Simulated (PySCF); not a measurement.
Run record: geometry optimisation, `CP(C)(=O)O`.

Method: PBE0-D3(BJ)/def2-SVP geometry optimisation, gas phase (PySCF 2.14.0). Start geometry: GFN2-xTB. The command runs a driver script over a list of jobs; the input below is this job's line of settings and its coordinates in Å.

Command:
```bash
OMP_NUM_THREADS=1 python probes_run.py task.json out
```

Input:
```
{"job": {"xc": "PBE0", "basis": "def2-SVP", "d3": "d3bj", "grid": 1, "shake": 0.01, "kind": "geom"}, "charge": 0, "multiplicity": 1}
C      1.048160    -0.053470    -1.180140
P      0.258360     0.244370     0.452120
C     -1.199980    -0.873310     0.534380
O      1.211310     0.204730     1.598610
O     -0.410300     1.706980     0.295970
H      0.299570     0.146110    -1.976140
H      1.868790     0.662570    -1.290000
H      1.419650    -1.039940    -1.236500
H     -1.677100    -0.702570     1.516250
H     -1.870270    -0.672650    -0.261190
H     -0.842850    -1.902010     0.504560
H     -0.065650     2.250920     1.033060
```

Output:
```
step   0  E = -571.62059498  max force = 0.035216
step   1  E = -571.62404729  max force = 0.007044
step   2  E = -571.62462451  max force = 0.003131
step   3  E = -571.62477292  max force = 0.001408
step   4  E = -571.62479887  max force = 0.000690
step   5  E = -571.62481935  max force = 0.000543
step   6  E = -571.62484415  max force = 0.001243
step   7  E = -571.62489789  max force = 0.002025
step   8  E = -571.62494501  max force = 0.001962
step   9  E = -571.62496009  max force = 0.001078
step  10  E = -571.62497584  max force = 0.000368
step  11  E = -571.62497726  max force = 0.000508
step  12  E = -571.62497438  max force = 0.000997
step  13  E = -571.62497879  max force = 0.001036
step  14  E = -571.62499881  max force = 0.000651
step  15  E = -571.62501028  max force = 0.000272
optimisation converged
```

Energies in Eh; «max force» is the largest Cartesian gradient component in Eh/bohr.

**Question.** Give the first gradient maximum in eV/Å.

**Answer.** With 1 Eh/bohr = 51.422 eV/Å, 1.811 eV/Å.

**Question.** How much energy does the optimisation release, in kJ/mol?

**Answer.** E(step 0) − E(last step) = 0.004415 Eh, which is 11.6 kJ/mol.

In short: final energy -571.62501 Eh after 15 steps; dipole 2.64 D.

On an Arm Neoverse V2 with one thread, no GPU, shared host with 96 logical CPUs at a one-minute load of 46, this took 62 s of wall time and 0.46 GiB of memory at its peak.
Labels such as C1 count atoms from 1, the log's own numbers from 0.
